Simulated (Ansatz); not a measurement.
A first, cheap relaxation of C2H4F2O, SMILES `FCOCF`.

```yaml
crystal:
  periodic: [false, false, false]
  atoms:
    - {symbol: F, position_ang: [-1.775700, 0.835800, -1.294400]}
    - {symbol: C, position_ang: [-0.611900, 0.706000, -0.630000]}
    - {symbol: O, position_ang: [-0.501800, -0.634800, -0.215500]}
    - {symbol: C, position_ang: [0.492900, -0.788700, 0.668000]}
    - {symbol: F, position_ang: [1.643800, -0.295900, 0.144400]}
    - {symbol: H, position_ang: [-0.621600, 1.378700, 0.203200]}
    - {symbol: H, position_ang: [0.218100, 0.988500, -1.320200]}
    - {symbol: H, position_ang: [0.350200, -0.268900, 1.625400]}
    - {symbol: H, position_ang: [0.680000, -1.863200, 0.888000]}
basis:
  gaussian: {orbitals: def2-SVP}
hamiltonian: {xc: pbe, dispersion: d4}
relax: {f_tol: 0.03, max_steps: 200}
```

```sh
$ ansatz run in.yaml --threads 2 --pin off --events-out ev --progress --plain
```

Output, abridged:

```
Functional definition: PBE
  name "PBE"
  cite "Perdew, Burke & Ernzerhof, Phys. Rev. Lett. 77, 3865 (1996) doi:10.1103/PhysRevLett.77.3865"
  parent pbe
  parameter kappa = 0.804
  parameter beta = 0.06672455060314922
  exchange = pbe_x(kappa = kappa, mu = beta*pi^2/3)
  correlation = pbe_c(beta = beta)
mean field -9601.74264927 eV, -352.8575340657 hartree, gradient 4.7e-5 eV, S^2 0.000000; 0 other end points of the search recorded, 0 dependent functions left out
the calculation of the forces begins
relax step   1: F+E_penalty+E_count = -9601.86222007 eV  Δ(F+E_penalty+E_count) = +0.000e0 eV  max|allowed force component| = 1.560e0 eV/Å  Δτ_max = 0.0000 Å  (25 SCF iters, accepted)
these checks for a lower state are left out or cut short: starts, cluster_reference, orbital_swaps, neighbouring_geometries, increment
mean field -9601.90739711 eV, -352.8635884371 hartree, gradient 1.9e-5 eV, S^2 0.000000; 0 other end points of the search recorded, 0 dependent functions left out
the calculation of the forces begins
relax step   2: F+E_penalty+E_count = -9602.02642696 eV  Δ(F+E_penalty+E_count) = -1.642e-1 eV  max|allowed force component| = 6.136e-1 eV/Å  Δτ_max = 0.0997 Å  (28 SCF iters, accepted)
these checks for a lower state are left out or cut short: starts, cluster_reference, orbital_swaps, neighbouring_geometries, increment
mean field -9601.94594773 eV, -352.8650051464 hartree, gradient 6.3e-6 eV, S^2 0.000000; 0 other end points of the search recorded, 0 dependent functions left out
the calculation of the forces begins
relax step   3: F+E_penalty+E_count = -9602.06443828 eV  Δ(F+E_penalty+E_count) = -3.801e-2 eV  max|allowed force component| = 1.987e-1 eV/Å  Δτ_max = 0.1204 Å  (28 SCF iters, accepted)
these checks for a lower state are left out or cut short: starts, cluster_reference, orbital_swaps, neighbouring_geometries, increment
mean field -9601.95669666 eV, -352.8654001621 hartree, gradient 8.8e-6 eV, S^2 0.000000; 0 other end points of the search recorded, 0 dependent functions left out
the calculation of the forces begins
relax step   4: F+E_penalty+E_count = -9602.07507099 eV  Δ(F+E_penalty+E_count) = -1.063e-2 eV  max|allowed force component| = 1.202e-1 eV/Å  Δτ_max = 0.0844 Å  (29 SCF iters, accepted)
these checks for a lower state are left out or cut short: starts, cluster_reference, orbital_swaps, neighbouring_geometries, increment
mean field -9601.96698493 eV, -352.8657782492 hartree, gradient 1.1e-5 eV, S^2 0.000000; 0 other end points of the search recorded, 0 dependent functions left out
the calculation of the forces begins
relax step   5: F+E_penalty+E_count = -9602.08490654 eV  Δ(F+E_penalty+E_count) = -9.836e-3 eV  max|allowed force component| = 4.867e-1 eV/Å  Δτ_max = 0.1930 Å  (33 SCF iters, accepted)
these checks for a lower state are left out or cut short: starts, cluster_reference, orbital_swaps, neighbouring_geometries, increment
mean field -9601.98070889 eV, -352.8662825955 hartree, gradient 1.1e-5 eV, S^2 0.000000; 0 other end points of the search recorded, 0 dependent functions left out
the calculation of the forces begins
relax step   6: F+E_penalty+E_count = -9602.09872903 eV  Δ(F+E_penalty+E_count) = -1.382e-2 eV  max|allowed force component| = 2.854e-1 eV/Å  Δτ_max = 0.0419 Å  (28 SCF iters, accepted)
these checks for a lower state are left out or cut short: starts, cluster_reference, orbital_swaps, neighbouring_geometries, increment
mean field -9602.01189976 eV, -352.8674288386 hartree, gradient 1.5e-5 eV, S^2 0.000000; 0 other end points of the search recorded, 0 dependent functions left out
the calculation of the forces begins
relax step   7: F+E_penalty+E_count = -9602.13007703 eV  Δ(F+E_penalty+E_count) = -3.135e-2 eV  max|allowed force component| = 1.379e-1 eV/Å  Δτ_max = 0.1783 Å  (33 SCF iters, accepted)
these checks for a lower state are left out or cut short: starts, cluster_reference, orbital_swaps, neighbouring_geometries, increment
mean field -9602.03175923 eV, -352.8681586606 hartree, gradient 1.2e-5 eV, S^2 0.000000; 0 other end points of the search recorded, 0 dependent functions left out
the calculation of the forces begins
relax step   8: F+E_penalty+E_count = -9602.15006660 eV  Δ(F+E_penalty+E_count) = -1.999e-2 eV  max|allowed force component| = 3.598e-1 eV/Å  Δτ_max = 0.1351 Å  (27 SCF iters, accepted)
these checks for a lower state are left out or cut short: starts, cluster_reference, orbital_swaps, neighbouring_geometries, increment
mean field -9602.03059458 eV, -352.8681158606 hartree, gradient 1.1e-5 eV, S^2 0.000000; 0 other end points of the search recorded, 0 dependent functions left out
the calculation of the forces begins
relax step   9: F+E_penalty+E_count = -9602.14933647 eV  Δ(F+E_penalty+E_count) = +7.301e-4 eV  max|allowed force component| = 1.027e0 eV/Å  Δτ_max = 0.1887 Å  (33 SCF iters, rejected (line search))
these checks for a lower state are left out or cut short: starts, cluster_reference, orbital_swaps, neighbouring_geometries, increment
mean field -9602.05411399 eV, -352.8689801830 hartree, gradient 8.1e-6 eV, S^2 0.000000; 0 other end points of the search recorded, 0 dependent functions left out
the calculation of the forces begins
relax step  10: F+E_penalty+E_count = -9602.17281803 eV  Δ(F+E_penalty+E_count) = -2.275e-2 eV  max|allowed force component| = 2.128e-1 eV/Å  Δτ_max = 0.0943 Å  (28 SCF iters, accepted)
these checks for a lower state are left out or cut short: starts, cluster_reference, orbital_swaps, neighbouring_geometries, increment
mean field -9602.07541903 eV, -352.8697631290 hartree, gradient 8.5e-6 eV, S^2 0.000000; 0 other end points of the search recorded, 0 dependent functions left out
the calculation of the forces begins
relax step  11: F+E_penalty+E_count = -9602.19438321 eV  Δ(F+E_penalty+E_count) = -2.157e-2 eV  max|allowed force component| = 1.777e-1 eV/Å  Δτ_max = 0.0975 Å  (28 SCF iters, accepted)
these checks for a lower state are left out or cut short: starts, cluster_reference, orbital_swaps, neighbouring_geometries, increment
mean field -9602.09818517 eV, -352.8705997690 hartree, gradient 1.8e-5 eV, S^2 0.000000; 0 other end points of the search recorded, 0 dependent functions left out
the calculation of the forces begins
relax step  12: F+E_penalty+E_count = -9602.21750713 eV  Δ(F+E_penalty+E_count) = -2.312e-2 eV  max|allowed force component| = 5.550e-2 eV/Å  Δτ_max = 0.1460 Å  (28 SCF iters, accepted)
these checks for a lower state are left out or cut short: starts, cluster_reference, orbital_swaps, neighbouring_geometries, increment
mean field -9602.10246468 eV, -352.8707570382 hartree, gradient 1.2e-5 eV, S^2 0.000000; 0 other end points of the search recorded, 0 dependent functions left out
the calculation of the forces begins
relax step  13: F+E_penalty+E_count = -9602.22198263 eV  Δ(F+E_penalty+E_count) = -4.475e-3 eV  max|allowed force component| = 5.387e-2 eV/Å  Δτ_max = 0.0397 Å  (29 SCF iters, accepted)
these checks for a lower state are left out or cut short: starts, cluster_reference, orbital_swaps, neighbouring_geometries, increment
mean field -9602.10737379 eV, -352.8709374447 hartree, gradient 1.4e-5 eV, S^2 0.000000; 0 other end points of the search recorded, 0 dependent functions left out
the calculation of the forces begins
relax step  14: F+E_penalty+E_count = -9602.22718171 eV  Δ(F+E_penalty+E_count) = -5.199e-3 eV  max|allowed force component| = 3.611e-2 eV/Å  Δτ_max = 0.0647 Å  (28 SCF iters, accepted)
these checks for a lower state are left out or cut short: starts, cluster_reference, orbital_swaps, neighbouring_geometries, increment
mean field -9602.10882309 eV, -352.8709907054 hartree, gradient 7.7e-6 eV, S^2 0.000000; 0 other end points of the search recorded, 0 dependent functions left out
the calculation of the forces begins
relax step  15: F+E_penalty+E_count = -9602.22921024 eV  Δ(F+E_penalty+E_count) = -2.029e-3 eV  max|allowed force component| = 1.041e-1 eV/Å  Δτ_max = 0.1267 Å  (27 SCF iters, accepted)
these checks for a lower state are left out or cut short: starts, cluster_reference, orbital_swaps, neighbouring_geometries, increment
mean field -9602.10992775 eV, -352.8710313010 hartree, gradient 1.4e-5 eV, S^2 0.000000; 0 other end points of the search recorded, 0 dependent functions left out
the calculation of the forces begins
relax step  16: F+E_penalty+E_count = -9602.23025452 eV  Δ(F+E_penalty+E_count) = -1.044e-3 eV  max|allowed force component| = 1.371e-2 eV/Å  Δτ_max = 0.0172 Å  (28 SCF iters, accepted)
mean field -9602.10992775 eV, -352.8710313010 hartree, gradient 1.4e-5 eV, S^2 0.000000; 1 other end points of the search recorded, 0 dependent functions left out
the calculation of the forces begins
Total energy: -9602.23027923 eV, -352.8754541361 hartree
Atom 0 at    -1.742880     0.817647    -0.229078 Å, force    -0.013492    -0.001890     0.003056 eV/Å
Atom 1 at    -0.470667     0.761071    -0.765521 Å, force     0.001811     0.005762     0.005638 eV/Å
Atom 2 at     0.073205    -0.515938    -0.628969 Å, force    -0.000728    -0.008069    -0.006197 eV/Å
Atom 3 at     0.457404    -0.837031     0.672829 Å, force    -0.003194     0.009134     0.005223 eV/Å
Atom 4 at     1.608512    -0.161229     1.030208 Å, force     0.013711     0.004980     0.002337 eV/Å
Atom 5 at     0.152778     1.523132    -0.244050 Å, force     0.003032    -0.001171    -0.001776 eV/Å
Atom 6 at    -0.527560     0.965096    -1.854772 Å, force     0.006160    -0.002986    -0.001398 eV/Å
Atom 7 at    -0.337095    -0.567292     1.405974 Å, force    -0.000792    -0.004986    -0.002789 eV/Å
Atom 8 at     0.660303    -1.927955     0.682279 Å, force    -0.006509    -0.000772    -0.004094 eV/Å
Dipole moment:     0.001119    -0.008722    -0.010869 e Å
```

It took 25 s on 2 threads of a server CPU on a shared host, with 0.12 GiB of host memory at the peak.
